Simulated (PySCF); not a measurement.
Species: C5H6F (doublet state).
Structure used (GFN2-xTB), in Å, numbered top down from 1:
```
atom  x, y, z in Å
F1     2.6762   -0.9174   -0.1761
C2     1.9390    0.2082   -0.2209
C3     0.5876    0.1656   -0.0798
C4    -0.4252    1.1131   -0.0762
C5    -1.5022    0.1027    0.1398
C6    -0.3875   -0.9703    0.1380
H7     2.5321    1.0950   -0.3751
H8    -0.4449    2.1799   -0.1843
H9    -2.0491    0.1986    1.0794
H10   -2.2295    0.0153   -0.6692
H11   -0.4370   -1.6872   -0.6786
H12   -0.2583   -1.5043    1.0768
```

As a line formula: `F/C=C1/[CH]CC1` [radical].

Level of theory: UKS B3LYP, pcH-1 on C F H, non-relativistic, mean-field spin-orbit, GIAO (PySCF 2.14.0). Isolated species at its GFN2-xTB geometry, gas phase. A GFN2-xTB geometry isn't a minimum of the functional, and hyperfine couplings can be far from their values at a DFT geometry. No stability test was run, so a lower SCF solution isn't excluded. ⟨S²⟩ is 0.776 where a pure state has 0.75.

Problem. Match the computed a_iso(13C) values +61.2, +59.1, -50.8, -24.2, +7.7 MHz with the sites C2; C3; C4; C5; C6.

Solution. 
| site | a_iso (MHz) | ρ(0) (bohr⁻³) | position | distance from C4 (Å) | spin population | largest \|T\| (MHz) |
| --- | --- | --- | --- | --- | --- | --- |
| C2 | +59.1 | +0.0526 | a main spin site | 2.54 | +0.59 | 104.6 |
| C3 | -50.8 | -0.0452 | 1 bond from C2 | 1.39 | -0.25 | 28.5 |
| C4 | +61.2 | +0.0544 | largest spin population | 0.00 | +0.66 | 104.0 |
| C5 | -24.2 | -0.0216 | 1 bond from C4 | 1.49 | -0.06 | 1.8 |
| C6 | +7.7 | +0.0068 | 2 bonds from C4 | 2.09 | +0.02 | 1.3 |

ρ(0) is the spin density at the nucleus and T the dipolar tensor; entries for several nuclei are means. The largest Mulliken spin populations are on C4 (+0.66), C2 (+0.59) and C3 (-0.25). The angles at C4 add up to 360.0°, so it is planar; its axial dipolar tensor and the negative coupling of its proton fit spin in a p orbital normal to that plane. Main spin sites, with 60 % or more of the largest population: C2, C4; positions count bonds from the nearest.

Nuclei that the bonding pattern makes equivalent are averaged, as if the motion that swaps them (rotation, inversion, ring flip) were fast.
